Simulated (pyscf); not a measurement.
PySCF, gas phase, ωB97X-D3(BJ)/def2-SVP geometries.

Estimate by transition-state theory the rate constant of H₂N–BH–NH₂ (SMILES NBN) + H₂B–Cl (SMILES BCl) → H₂N–B(NH₂)–Cl (SMILES NB(N)Cl) + BH₃ (SMILES B) (singlet surface; B–H, B–Cl broken, B–Cl, B–H formed) at 1200 K, with ωB97M-D3(BJ)/def2-TZVP energies (ideal gas, 1 atm, RRHO with modes under 100 cm⁻¹ raised to 100, one conformer, R ln 2 for chiral ones without a mode under 150 cm⁻¹; no tunnelling).

The electronic barrier is 8.2 kcal/mol and the thermal terms add +44.6, so ΔG‡ = 52.8 kcal/mol. With k_BT/h = 2.50e+13 s⁻¹ and RT = 2.385 kcal/mol, and a volume of 1.64e-19 cm³ per molecule at 1 atm, k = 9.7e-16 cm³ molecule⁻¹ s⁻¹. Wigner's tunnelling factor for 309i cm⁻¹ would be 1.01. A shift of 1 kcal/mol in the barrier changes k by a factor 1.5. On the product side the descent ends in an adduct with a B–Cl contact, 9.1 kcal/mol under the separated species and 13.0 kcal/mol under the saddle at ωB97X-D3(BJ)/def2-TZVP. What is counted as broken (B–Cl) persists as a longer contact in the product adduct; parting that adduct is a step of its own. This is the saddle that the search found; another between the same sides may lie lower.
